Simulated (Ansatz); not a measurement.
KSb (P2₁/c, No. 14) was calculated with LDA (plane waves, PAW; Ansatz, an electronic-structure program).

Run with plane-wave cutoff 500 eV, 6×6×4 k mesh (along the axes of the cell as run), gaussian smearing 0.02 eV, scalar-relativistic PAW data made under PBE.

Cell (relaxed at this level):

```cif
data_K8Sb8
_chemical_formula_sum 'K8 Sb8'
_space_group_name_H-M_alt 'P21/c'
_space_group_IT_number 14
_space_group_name_Hall '-P 2ybc'
_cell_length_a 6.98819
_cell_length_b 6.80874
_cell_length_c 13.04406
_cell_angle_alpha 90.000
_cell_angle_beta 115.177
_cell_angle_gamma 90.000
loop_
_space_group_symop_operation_xyz
  'x, y, z'
  '-x, -y, -z'
  '-x, y+1/2, -z+1/2'
  'x, -y+1/2, z+1/2'
loop_
_atom_site_label
_atom_site_type_symbol
_atom_site_symmetry_multiplicity
_atom_site_Wyckoff_symbol
_atom_site_fract_x
_atom_site_fract_y
_atom_site_fract_z
_atom_site_occupancy
K1 K 4 e 0.22195 0.40101 0.33071 1
Sb1 Sb 4 e 0.68119 0.40040 0.21165 1
Sb2 Sb 4 e 0.31330 0.16693 0.11940 1
K2 K 4 e 0.23968 0.66751 0.03335 1
```

Predict the band gap.


- band gap: 0.76 eV (on the SCF k mesh)

Note: the volume lies 6 % below that of the published cell.

Spin–orbit coupling is not included; with these elements it can move the gap by several tenths of an eV or more.

The computed numbers hold no vibrational or temperature effects.
